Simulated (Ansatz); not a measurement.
**SiH4 ··· SiNH5**

The pair of SiH4 (SMILES [SiH4], atoms 1–5) and SiNH5 (SMILES [SiH3]N, atoms 6–12), both closed shells, in one local arrangement (a lower one may exist), relaxed at PBE0-D4/def2-TZVP:

Si1  (0.136, -0.161, -2.135)
H2  (-1.297, 0.103, -1.857)
H3  (0.929, 1.088, -2.030)
H4  (0.250, -0.668, -3.532)
H5  (0.666, -1.200, -1.219)
Si6  (-0.040, -0.461, 1.853)
N7  (-0.159, 0.948, 0.864)
H8  (-1.048, -1.440, 1.372)
H9  (1.333, -1.003, 1.696)
H10  (-0.280, -0.244, 3.310)
H11  (0.568, 1.645, 0.925)
H12  (-1.057, 1.392, 0.753)
(Å)

Program: Ansatz 0.2.0. Basis: def2-TZVPPD, with def2-QZVPPD for the basis limit. Cores are frozen in the correlated methods. B3LYP uses VWN-RPA correlation. Extrapolation: Hartree–Fock as exp(−7.88 √X), correlation as X^−2.97. Interaction energies count from these two fragments, frozen as in the pair, with the counterpoise correction; negative means bound.

Task: What is the interaction energy by CCSD(T) at an estimated basis limit (MP2 extrapolated from triple and quadruple zeta, plus CCSD(T) − MP2 in triple zeta)? (To be estimated.)

Result: By the calculation: -2.24 kcal/mol. Hartree–Fock alone gives 0.82 kcal/mol at the basis limit, so without correlation the pair would not bind at this distance. It counts from the two fragments frozen as in the pair.

The same quantity by other methods in triple zeta, and each one's difference from that estimate:
| method | E_int (kcal/mol) | difference |
| --- | --- | --- |
| PBE-D4 | -2.71 | -0.47 |
| revPBE-D4 | -2.65 | -0.40 |
| BLYP-D4 | -2.42 | -0.18 |
| r2SCAN-D4 | -2.31 | -0.06 |
| B97M-V | -2.37 | -0.13 |
| PBE0-D4 | -2.63 | -0.39 |
| B3LYP-D4 | -2.53 | -0.28 |
| HSE06-D4 | -2.58 | -0.33 |
| wB97X-V | -2.26 | -0.02 |
| wB97M-V | -2.51 | -0.26 |
| B2PLYP | -0.64 | 1.61 |
| HF | 0.84 | 3.09 |
| MP2 | -1.85 | 0.39 |
| CCSD | -1.47 | 0.78 |
| CCSD(T) | -1.87 | 0.37 |
Differences are method less estimate.

Task: Which atoms make the shortest contact between the fragments?

Result: H2 and H12, 2.92 Å apart.

Basis-set superposition shift (counterpoise-corrected less uncorrected): CCSD(T) 0.50; MP2 0.50; HF 0.10; PBE0-D4 0.09; wB97M-V 0.11 kcal/mol.

T1 diagnostic: at most 0.011.

For scale, one of the runs: CCSD(T)/def2-TZVPPD, 286 basis functions, launched by `ansatz run in.yaml --threads 4 --pin off --events-out ev --progress --plain --max-ram 9574MiB`. Hardware: 4 CPU threads of an Arm Neoverse V2, shared host. Wall time 2 min; peak host memory 8 GiB.
